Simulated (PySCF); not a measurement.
Species: C4H8N (doublet state).
Geometry (GFN2-xTB, Å), atoms numbered from 1 in this order:
```xyz
13
C4H8N angstrom
N      2.0730   -0.3794    0.1657
C      0.9597    0.3511    0.7456
C     -0.2157    0.5288   -0.1413
C     -1.6577    0.4347    0.1166
C     -0.9894   -0.4442   -0.9249
H      2.4964    0.1570   -0.5838
H      1.7403   -1.2502   -0.2365
H      0.6508   -0.1958    1.6539
H      1.3309    1.3269    1.0798
H     -2.0087   -0.0099    1.0426
H     -2.3059    1.2222   -0.2439
H     -1.2044   -0.2342   -1.9647
H     -0.8737   -1.5064   -0.7270
```

The hyperfine couplings belong to this conformer and change with its torsions.

Identity: `NC[C]1CC1` [radical].

Theory: UKS B3LYP, pcH-1 on C H N, non-relativistic, mean-field spin-orbit, GIAO (PySCF 2.14.0). Geometry: GFN2-xTB, one conformer, isolated molecule. A GFN2-xTB geometry isn't a minimum of the functional, and hyperfine couplings can be far from their values at a DFT geometry. Stability of the SCF solution: not tested.

(1) What is the g tensor, term by term?

(2) What effective moment and Curie constant follow for a powder?

(3) How much does each term add to the isotropic shift?

(4) What are the electron Larmor frequencies g μB B/h along the three axes at 3350 mT?

(5) In a frozen sample, at which fields do the three g values resonate at 9.5, 34, 94 and 263 GHz (hyperfine left aside), and which band first spreads them over more than twice a line width of 0.5 mT?

## Answers

(1) 
| Δg (ppm) | 1 | 2 | 3 |
| --- | --- | --- | --- |
| relativistic mass correction | -142 | -142 | -142 |
| gauge correction | 9 | 15 | 14 |
| orbital Zeeman/spin–orbit | -32 | 690 | 811 |
| total | -165 | 564 | 683 |

So g = 2.00215, 2.00288, 2.00300 and g_iso = 2.00268; the tensor is close to axial: the two nearest values differ by 14 % of g3 − g1. Axes: g3 points within 11° of the C2–C3 bond.

(2) With the mean of g² = 4.0107 and S(S+1) = 0.75: μ_eff = √(⟨g²⟩S(S+1)) = 1.734 μB and χT = 0.12505·⟨g²⟩·S(S+1) = 0.376 cm³ K/mol (cgs; spin-Hamiltonian part alone).

(3) The orbital-Zeeman/spin–orbit term 490, the mass correction -142 and the gauge correction 13 ppm, for a total of 361 ppm. The orbital-Zeeman/spin–orbit term is the largest in size. The mass correction is the same along every axis, so the anisotropy comes from the other two: their spans along these axes are 7 (gauge) and 843 ppm (orbital Zeeman/spin–orbit).

(4) 93.8759, 93.9100, 93.9156 GHz for g1, g2 and g3, a range of 39.7 MHz.

(5) 
| band | GHz | B(g3) mT | B(g2) mT | B(g1) mT | spread mT |
| --- | --- | --- | --- | --- | --- |
| X | 9.5 | 338.87 | 338.89 | 339.01 | 0.14 |
| Q | 34.0 | 1212.79 | 1212.86 | 1213.30 | 0.51 |
| W | 94.0 | 3353.01 | 3353.21 | 3354.43 | 1.42 |
| J | 263.0 | 9381.29 | 9381.85 | 9385.27 | 3.97 |

The spread grows in proportion to the frequency. W band is the first where it exceeds 1.0 mT.

The largest Mulliken spin population is on C3 (+0.92). The angles at C3 add up to 325.0°, so it is pyramidal.

The HOMO–LUMO gaps are 6.80 eV among the α and 4.70 eV among the β orbitals.
